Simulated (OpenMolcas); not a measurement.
# C3HF3 (3,3,3-trifluoroprop-1-yne) at 6 levels

Aim: a comparison of 6 runs (HF/3-21G, B3LYP/cc-pVDZ, BLYP/cc-pVDZ, r2SCAN/cc-pVDZ, revPBE/cc-pVDZ, MP2/cc-pVDZ) of C3HF3 (3,3,3-trifluoroprop-1-yne). 

The results are computed with OpenMolcas 26.06.

## 1. The structure to begin with

The species is C3HF3 (7 atoms), meant as a singlet with charge 0. As SMILES, `C#CC(F)(F)F`. The shape is that of a PBE0-D4/def2-TZVP optimisation.

Bond lengths: C1–C2 1.195 Å, C2–C3 1.461 Å, C3–F4 1.335 Å, C3–F5 1.335 Å, C3–F6 1.335 Å, C1–H7 1.066 Å. Angles: C1–C2–C3 180.0°, C2–C3–F4 111.2°, C2–C3–F5 111.2°, C2–C3–F6 111.2°, F4–C3–F5 107.7°, F4–C3–F6 107.7°, F5–C3–F6 107.7°, C2–C1–H7 180.0°.

## 2. Energy and forces at HF/3-21G (run 1)

run.input reads:

```
* C3HF3 Hartree-Fock
&gateway
baslib=$CurrDir
coord
7
angstrom
C        1.240120      -1.224310       0.056870
C        0.389860      -0.384860       0.017830
C       -0.649470       0.641190      -0.029790
F       -1.829820       0.117340      -0.368360
F       -0.353670       1.586810      -0.924540
F       -0.794980       1.236310       1.156350
H        1.997970      -1.972480       0.091640
basis=3-21G
group=NoSym
&seward
&scf
thresholds=1e-10 1e-07 1e-07 1e-05
prorbitals=1 2
&alaska
```

The basis set 3-21G is read from a file made from the Basis Set Exchange's data (not shown).

Run with:

```console
$ export MOLCAS_MEM=1860
$ pymolcas run.input > run.log
```

Log:

```text
--- Start Module: gateway ---
[...]
--- Stop Module: gateway /rc=_RC_ALL_IS_WELL_ ---
[...]
      Basis functions           56
[...]
--- Start Module: scf ---
[...]
       Convergence after  12 Iterations
[...]
::    Total SCF energy                               -410.1959619467
[...]
      Total spin, S                                     0.0000000000
[...]
      Total electronic charge=   46.000000
      Total            charge=   -0.000000
[...]
      Dipole Moment (debye):
      Origin of the operator (angstrom)=   -0.4554    0.4496   -0.0209
                   X=  2.1554E+00               Y= -2.1279E+00               Z=  9.8852E-02           Total=  3.0304E+00
      Quadrupole Moment (debye*angstrom):
[...]
--- Stop Module: scf /rc=_RC_ALL_IS_WELL_ ---
--- Start Module: alaska ---
[...]
 *              Molecular gradients               *
 **************************************************
  Irreducible representation: a
 ------------------------------------------------------------------------------------------
                              X                       Y                       Z
 ------------------------------------------------------------------------------------------
  C1                1.55626528298107E-02   -1.53699033349106E-02    7.18430542240855E-04
  C2               -1.93912028902403E-02    1.91483420645806E-02   -8.93522994266649E-04
  C3               -1.59381819167779E-02    1.57342780064029E-02   -7.27207154107318E-04
  F4                1.21704921587273E-02    4.61710276658067E-03    3.35791058868651E-03
  F5               -2.36576780574183E-03   -9.85152042200532E-03    8.83512236334560E-03
  F6                1.98259938493983E-03   -6.40259065884408E-03   -1.16560557341252E-02
  H7                7.97940823918664E-03   -7.87570842178287E-03    3.65322388254402E-04
 ------------------------------------------------------------------------------------------
--- Stop Module: alaska /rc=_RC_ALL_IS_WELL_ ---
[...]
```

Run time: 1.9 s. Hardware: 1 thread of Intel Xeon 6975P-C (Granite Rapids), shared host; peak memory 0.39 GiB.

## 3. Energy and gradient at B3LYP/cc-pVDZ (run 2)

mol.inp reads:

```
* C3HF3 Kohn-Sham DFT

&GATEWAY
  BasLib=$CurrDir
  Coord
  7
  angstrom
  C        1.240120      -1.224310       0.056870
  C        0.389860      -0.384860       0.017830
  C       -0.649470       0.641190      -0.029790
  F       -1.829820       0.117340      -0.368360
  F       -0.353670       1.586810      -0.924540
  F       -0.794980       1.236310       1.156350
  H        1.997970      -1.972480       0.091640
  Basis=cc-pVDZ
  Group=NoSym

&SEWARD
  GridInput
  Grid=UltraFine
  End of Grid

&SCF
  KSDFT=B3LYP
  Thresholds=1e-10 1e-07 1e-07 1e-05
  PrOrbitals=1 2

&ALASKA
```

The basis set cc-pVDZ is read from a file made from the Basis Set Exchange's data (not shown).

Run with:

```console
$ export MOLCAS_MEM=1860
$ pymolcas mol.inp > mol.log
```

Log:

```text
--- Start Module: gateway ---
[...]
--- Stop Module: gateway /rc=_RC_ALL_IS_WELL_ ---
[...]
      Basis functions           89
[...]
--- Start Module: scf ---
[...]
       Convergence after  15 Iterations
[...]
::    Total KS-DFT energy                            -414.3863751091
[...]
      Total spin, S                                     0.0000000000
[...]
      Total electronic charge=   46.000000
      Total            charge=   -0.000000
[...]
      Dipole Moment (debye):
      Origin of the operator (angstrom)=   -0.4554    0.4496   -0.0209
                   X=  1.5308E+00               Y= -1.5112E+00               Z=  7.0203E-02           Total=  2.1522E+00
      Quadrupole Moment (debye*angstrom):
[...]
--- Stop Module: scf /rc=_RC_ALL_IS_WELL_ ---
[...]
--- Start Module: alaska ---
[...]
 *              Molecular gradients               *
 **************************************************
  Irreducible representation: a
 ------------------------------------------------------------------------------------------
                              X                       Y                       Z
 ------------------------------------------------------------------------------------------
  C1               -1.55424087753122E-02    1.53425981820039E-02   -7.12094668137375E-04
  C2                1.60889973471514E-02   -1.58832015090669E-02    7.38363439144588E-04
  C3               -5.33234560443496E-03    5.26374401500806E-03   -2.42193466222632E-04
  F4                1.08981826511396E-02    5.10148846360359E-03    3.16997765494431E-03
  F5               -2.96304508346701E-03   -8.69578991664710E-03    8.39193945682837E-03
  F6                1.18229526172131E-03   -5.40610998676527E-03   -1.11471172017303E-02
  H7               -4.33167579673910E-03    4.27727075179130E-03   -1.98875214935001E-04
 ------------------------------------------------------------------------------------------
--- Stop Module: alaska /rc=_RC_ALL_IS_WELL_ ---
[...]
```

Run time: 22 s. Hardware: 1 thread of Intel Xeon 6975P-C (Granite Rapids), shared host; peak memory 0.49 GiB.

Runs 3 to 5 aren't shown in full; the table further down has their settings and results.

## 4. A single-point energy at MP2/cc-pVDZ (run 6)

input.xyz reads:

```xyz
7

C      1.240120    -1.224310     0.056870
C      0.389860    -0.384860     0.017830
C     -0.649470     0.641190    -0.029790
F     -1.829820     0.117340    -0.368360
F     -0.353670     1.586810    -0.924540
F     -0.794980     1.236310     1.156350
H      1.997970    -1.972480     0.091640
```

run.input reads:

```
>>> EXPORT MOLCAS_PRINT=2

&GATEWAY
  BASLIB = $CurrDir
  COORD = input.xyz
  BASIS = cc-pVDZ
  GROUP = NoSym

&SEWARD

&SCF
  THRESHOLDS = 1e-10 1e-07 1e-07 1e-05
  PRORBITALS = 1

&MBPT2
  FROZEN = 6
```

The basis set cc-pVDZ is read from a file made from the Basis Set Exchange's data (not shown).

Run with:

```console
$ export MOLCAS_MEM=1860
$ pymolcas run.input > run.log
```

Log:

```text
--- Start Module: gateway ---
[...]
--- Stop Module: gateway /rc=_RC_ALL_IS_WELL_ ---
[...]
      Basis functions           89
[...]
--- Start Module: scf ---
[...]
       Convergence after  13 Iterations
[...]
::    Total SCF energy                               -412.4541977490
[...]
      Total spin, S                                     0.0000000000
[...]
      Total electronic charge=   46.000000
      Total            charge=   -0.000000
[...]
      Dipole Moment (debye):
      Origin of the operator (angstrom)=   -0.4554    0.4496   -0.0209
                   X=  1.8831E+00               Y= -1.8590E+00               Z=  8.6355E-02           Total=  2.6475E+00
      Quadrupole Moment (debye*angstrom):
[...]
--- Stop Module: scf /rc=_RC_ALL_IS_WELL_ ---
[...]
--- Start Module: mbpt2 ---
[...]
WARNING!
Default frozen orbitals as non valence orbitals is overwritten by user input.
Default values:   6
[...]
       Reference weight ( Cref**2 )         =        0.80013
::    Total MBPT2 energy                             -413.3843978291
[...]
      Total MBPT2 calculations                           0.24      0.28
--- Stop Module: mbpt2 /rc=_RC_ALL_IS_WELL_ ---
[...]
```

It took 5.4 s on 1 thread of Intel Xeon 6975P-C (Granite Rapids), shared host; peak memory 0.49 GiB.

## 5. All runs side by side

| run | level | integration grid | task | energy (Eh) | dipole moment (D) of the reference | HOMO energy (eV) | LUMO energy (eV) | wall time |
| --- | --- | --- | --- | --- | --- | --- | --- | --- |
| 1 | HF/3-21G | – | gradient | -410.195962 | 3.03 | -12.46 | 4.30 | 1.9 s |
| 2 | B3LYP/cc-pVDZ | UltraFine | gradient | -414.386375 | 2.15 | -8.81 | -0.12 | 22 s |
| 3 | BLYP/cc-pVDZ | UltraFine | gradient | -414.322192 | 1.92 | -7.47 | -0.73 | 22 s |
| 4 | r2SCAN/cc-pVDZ | UltraFine | gradient | -414.204179 | 2.10 | -8.08 | -0.78 | 29 s |
| 5 | revPBE/cc-pVDZ | UltraFine | gradient | -414.259103 | 1.89 | -7.61 | -0.82 | 24 s |
| 6 | MP2/cc-pVDZ | – | energy | -413.384398 | 2.65 | -12.19 | 4.18 | 5.4 s |

## 6. Outcome

| quantity | value |
| --- | --- |
| run 6: total energy | -413.38440 Eh |
| run 6: dipole moment (mean-field density) | 2.65 D |
| run 6: HOMO energy (Hartree–Fock orbitals) | -12.19 eV |
| run 6: LUMO energy (Hartree–Fock orbitals) | 4.18 eV |
| run 6: HOMO–LUMO gap (Hartree–Fock orbitals) | 16.37 eV |
| run 6: correlation energy (6 core orbitals frozen) | -930.2 mEh |

In words: Over runs 1, 2, 3, 4, 5 the dipole moment (its size) runs from 1.89 D (revPBE/cc-pVDZ) to 3.03 D (HF/3-21G). The two ends differ in method and basis. Over runs 1, 2, 3, 4, 5 the HOMO–LUMO gap runs from 6.74 eV (BLYP/cc-pVDZ) to 16.76 eV (HF/3-21G). Totals of different functionals can't be ranked against each other. All runs together took 1.7 min, the longest 29 s.
